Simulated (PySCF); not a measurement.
**Stretching BO**

Set-up: basis B pcseg-2, O pcseg-2; no relativity; PySCF 2.14. Energies in eV from B + O in their ground configurations at the same level. State: ²Σ⁺ (doublet), unpaired electrons σ ↑.

All columns are PBE. A positive dipole means B(−)O(+).

```csv
R (Å),E (eV),μ (D),Mulliken charge on B (basis-dependent),HOMO (eV),LUMO (eV),Mayer bond order,⟨S²⟩
1.033,-7.004,-1.77,0.00,-8.03,-5.00,2.57,0.76
1.081,-8.046,-1.89,0.09,-8.13,-5.13,2.52,0.76
1.129,-8.659,-2.01,0.17,-8.21,-5.26,2.48,0.76
1.165,-8.903,-2.09,0.22,-8.27,-5.36,2.45,0.76
1.201,-9.001,-2.17,0.26,-8.32,-5.45,2.42,0.76
1.237,-8.984,-2.25,0.30,-8.36,-5.54,2.39,0.76
1.285,-8.823,-2.34,0.34,-8.41,-5.66,2.35,0.76
1.345,-8.462,-2.46,0.38,-8.47,-5.81,2.31,0.76
1.417,-7.879,-2.58,0.40,-8.22,-5.99,2.27,0.76
```

A fit through these points gives, at Re = 1.213 Å, μ = -2.19 D and dμ/dR = -2.15 D/Å; the reduced mass is 6.521 u.

How strong is the fundamental in the double-harmonic approximation, I = 42.26·(dμ/dR)²/μred km/mol?

I = 42.26·(-2.15)²/6.521 = 30.0 km/mol at PBE.

The state was picked by a PBE0 search and need not be the measured ground state.
